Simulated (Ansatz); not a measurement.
Ansatz (a first-principles code) input (B3LYP/6-31G*):

Ansatz 0.2 input:
```yaml
crystal:
  periodic: [false, false, false]
  atoms:
    - {symbol: C, position_ang: [0.00819413, 0.01326082, -1.13371283]}
    - {symbol: Cl, position_ang: [-0.00477402, -0.00772595, 0.66051769]}
    - {symbol: H, position_ang: [0.01747178, 1.04777215, -1.46340501]}
    - {symbol: H, position_ang: [0.89974992, -0.50396843, -1.47517859]}
    - {symbol: H, position_ang: [-0.88522815, -0.49202752, -1.48794019]}
basis:
  gaussian:
    orbitals: 6-31G*
hamiltonian:
  xc: {name: B3LYP}
relax: {f_tol: 0.003, max_steps: 120}
```

From the last part of the output:

```
WARN ansatz: RAYON_NUM_THREADS=1 ignored (pool sized by the plan → 1); use --threads N
Functional definition: B3LYP
integrals: 0.01 GiB planned
453 factors; integrals over basis functions are off by at most 4.1e-4 eV
mean field: 0.09 GiB planned
mean field evaluation 1: about -13606.8976 eV, gradient 2.7e1 eV
mean field evaluation 2: about -13606.2859 eV, gradient 3.1e1 eV
mean field evaluation 4: about -13608.6488 eV, gradient 4.8e-1 eV
mean field evaluation 8: about -13608.6442 eV, gradient 2.7e-3 eV
mean field -13608.64420736 eV, -500.1084503501 hartree, gradient 5.5e-5 eV, S^2 0.000000; 0 other end points of the search recorded, 0 dependent functions left out
the calculation of the forces begins
reference -13608.64435688 eV, -500.1084558449 hartree; 13, 13 occupied and 27, 27 virtual orbitals, 453 factors
relax step   1: F+E_penalty+E_count = -13608.64420736 eV  Δ(F+E_penalty+E_count) = +0.000e0 eV  max|allowed force component| = 2.204e-1 eV/Å  Δτ_max = 0.0000 Å  (22 SCF iters, accepted)
these checks for a lower state are left out or cut short: starts, cluster_reference, orbital_swaps, neighbouring_geometries, increment
integrals: 0.01 GiB planned
453 factors; integrals over basis functions are off by at most 4.1e-4 eV
mean field: 0.09 GiB planned
mean field evaluation 16: about -13608.6461 eV, gradient 2.0e-4 eV
mean field -13608.64611848 eV, -500.1085205826 hartree, gradient 1.9e-5 eV, S^2 0.000000; 0 other end points of the search recorded, 0 dependent functions left out
the calculation of the forces begins
reference -13608.64626814 eV, -500.1085260823 hartree; 13, 13 occupied and 27, 27 virtual orbitals, 453 factors
relax step   2: F+E_penalty+E_count = -13608.64611848 eV  Δ(F+E_penalty+E_count) = -1.911e-3 eV  max|allowed force component| = 7.693e-2 eV/Å  Δτ_max = 0.0072 Å  (21 SCF iters, accepted)
these checks for a lower state are left out or cut short: starts, cluster_reference, orbital_swaps, neighbouring_geometries, increment
integrals: 0.01 GiB planned
453 factors; integrals over basis functions are off by at most 4.2e-4 eV
mean field: 0.09 GiB planned
mean field -13608.64633015 eV, -500.1085283614 hartree, gradient 7.4e-5 eV, S^2 0.000000; 0 other end points of the search recorded, 0 dependent functions left out
the calculation of the forces begins
reference -13608.64647990 eV, -500.1085338645 hartree; 13, 13 occupied and 27, 27 virtual orbitals, 453 factors
relax step   3: F+E_penalty+E_count = -13608.64633015 eV  Δ(F+E_penalty+E_count) = -2.117e-4 eV  max|allowed force component| = 3.850e-2 eV/Å  Δτ_max = 0.0021 Å  (18 SCF iters, accepted)
these checks for a lower state are left out or cut short: starts, cluster_reference, orbital_swaps, neighbouring_geometries, increment
integrals: 0.01 GiB planned
453 factors; integrals over basis functions are off by at most 4.1e-4 eV
mean field: 0.09 GiB planned
mean field evaluation 32: about -13608.6462 eV, gradient 1.9e-5 eV
mean field -13608.64620414 eV, -500.1085237305 hartree, gradient 1.9e-5 eV, S^2 0.000000; 0 other end points of the search recorded, 0 dependent functions left out
the calculation of the forces begins
reference -13608.64635397 eV, -500.1085292367 hartree; 13, 13 occupied and 27, 27 virtual orbitals, 453 factors
relax step   4: F+E_penalty+E_count = -13608.64620414 eV  Δ(F+E_penalty+E_count) = +1.260e-4 eV  max|allowed force component| = 9.931e-2 eV/Å  Δτ_max = 0.0035 Å  (20 SCF iters, rejected (line search))
these checks for a lower state are left out or cut short: starts, cluster_reference, orbital_swaps, neighbouring_geometries, increment
integrals: 0.01 GiB planned
453 factors; integrals over basis functions are off by at most 4.2e-4 eV
mean field: 0.09 GiB planned
mean field -13608.64635584 eV, -500.1085293053 hartree, gradient 4.8e-5 eV, S^2 0.000000; 0 other end points of the search recorded, 0 dependent functions left out
the calculation of the forces begins
reference -13608.64650562 eV, -500.1085348096 hartree; 13, 13 occupied and 27, 27 virtual orbitals, 453 factors
relax step   5: F+E_penalty+E_count = -13608.64635584 eV  Δ(F+E_penalty+E_count) = -2.569e-5 eV  max|allowed force component| = 8.768e-5 eV/Å  Δτ_max = 0.0010 Å  (16 SCF iters, accepted)
integrals: 0.01 GiB planned
453 factors; integrals over basis functions are off by at most 4.2e-4 eV
mean field: 0.09 GiB planned
mean field -13608.64635584 eV, -500.1085293053 hartree, gradient 4.8e-5 eV, S^2 0.000000; 1 other end points of the search recorded, 0 dependent functions left out
the calculation of the forces begins
reference -13608.64650562 eV, -500.1085348096 hartree; 13, 13 occupied and 27, 27 virtual orbitals, 453 factors
Total energy: -13608.64650562 eV, -500.1085348096 hartree
Atom 0 at     0.008189     0.013252    -1.132956 Å, force     0.000001     0.000002    -0.000088 eV/Å
Atom 1 at    -0.004844    -0.007840     0.670261 Å, force    -0.000000    -0.000000     0.000010 eV/Å
Atom 2 at     0.017518     1.050960    -1.466868 Å, force     0.000000     0.000029     0.000026 eV/Å
Atom 3 at     0.902490    -0.505519    -1.478677 Å, force     0.000026    -0.000016     0.000026 eV/Å
Atom 4 at    -0.887939    -0.493542    -1.491478 Å, force    -0.000026    -0.000015     0.000025 eV/Å
Dipole moment:     0.003134     0.005074    -0.433664 e Å
```
